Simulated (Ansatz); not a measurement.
# AlH2Si: the cost of one run

Program: Ansatz 0.2.0, Gaussian basis. Level of theory: def2-QZVPP, core rule «outside noble gas», up to 10 orbitals frozen. These are calculated values, not measurements.

To be run: UHF; ROHF; CCSD(T) on UHF.

## (1) The system

The geometry is a PBE0/def2-TZVP stationary point (not a proven minimum) of the parent state, kept for this charge and spin.

4 atoms, charge 1, spin multiplicity 3.

Atoms are counted from 1 here; the program's logs count them from 0.

Bond lengths: Si1–Al2 2.337 Å, Si1–H3 1.490 Å, Si1–H4 1.490 Å. Angles: Al2–Si1–H3 125.4°, Al2–Si1–H4 125.4°, H3–Si1–H4 109.2°.

## (2) UHF

in.yaml

```yaml
crystal:
  periodic: [false, false, false]
  atoms:
    - {symbol: Si, position_ang: [0.000000, 0.000000, 1.074378]}
    - {symbol: Al, position_ang: [0.000000, 0.000000, -1.263082]}
    - {symbol: H, position_ang: [0.000000, 1.214383, 1.937350]}
    - {symbol: H, position_ang: [0.000000, -1.214383, 1.937350]}
basis:
  gaussian: {orbitals: "def2-QZVPP.json"}
total_charge: 1
magnetization: {spin_polarized: true, initial_magnetization: 2}
hamiltonian: {xc: hf}
output: {orbitals: {seedname: orbitals}}
```

Command:

```console
> ansatz run in.yaml --threads 1 --pin off --events-out ev --progress --plain --max-ram 2393MiB
```

**Question.** How long does this run take on 1 thread of Arm Neoverse V1, shared host, and how much memory does it need?

About 7.5 s, with a peak of 0.39 GiB.
